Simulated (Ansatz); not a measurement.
## Structure relaxation of Cd₂C₃

The calculation used Ansatz 0.2.0, DFT PBE, scalar-relativistic, plane waves, PAW. Cutoff 420 eV, Γ-centred k mesh, Gaussian smearing, no spin polarisation in the final step.

The start puts Cd₂C₃ on the tetradymite structure type (R-3m, No. 166), with Cd in place of Bi, C in place of Te, at a guessed volume.

```
Cd C
1.0
     1.64460    0.94951    7.62355
    -1.64460    0.94951    7.62355
     0.00000   -1.89902    7.62355
Cd C
2 3
Direct
  0.40000 0.40000 0.40000
  0.60000 0.60000 0.60000
  0.00000 0.00000 0.00000
  0.20950 0.20950 0.20950
  0.79050 0.79050 0.79050
```

Cell and atoms relax at zero pressure; the relaxation can't lower the symmetry of the start. After a coarse first stage the cell is made exact in the group found at 0.06 Å.

Formation energies are uncorrected and refer to the elements' standard structures at the same level.

Task: What does it relax into?

Result: It keeps R-3m (No. 166), but not the shape of the type it started on. Conventional cell: a = 2.652 Å, c = 40.752 Å. Cd has 3 C at 2.61 Å and 6 Cd at 2.65 Å; C on Wyckoff site a (1 atom of the primitive cell) has 6 Cd at 2.61 Å and 6 C at 2.65 Å; C on Wyckoff site c (2 atoms of the primitive cell) is coordinated by 3 C at 1.53 Å.

Space group R-3m:H (No. 166). a = 2.652 Å, b = 2.652 Å, c = 40.752 Å, α = 90.00°, β = 90.00°, γ = 120.00°
| atom | site | symmetry | x | y | z |
| --- | --- | --- | --- | --- | --- |
| Cd | 6c | 3m | 0.6667 | 0.3333 | 0.7185 |
| C | 3a | -3m | 0.0000 | 0.0000 | 0.0000 |
| C | 6c | 3m | 0.3333 | 0.6667 | 0.8333 |

Task: What are its volume, energy, density and gap?

Result: The volume per atom is 16.5 Å³ and the density is 5.2 g/cm³. The energy over the elements is 1.28 eV/atom. The gap on the 18×18×18 mesh is 0 eV (a metal).

The final run used a 18×18×18 mesh on its 5-atom cell and 0.10 eV smearing. The k mesh leaves about 4 meV/atom of noise in metals. Weakly bound directions are ill-defined at this level, which has no dispersion term. A structure relaxed within its symmetry needn't be a true minimum.

Cost: 4 runs of about 26 core-minutes in all, on Arm Neoverse V2 (shared hosts).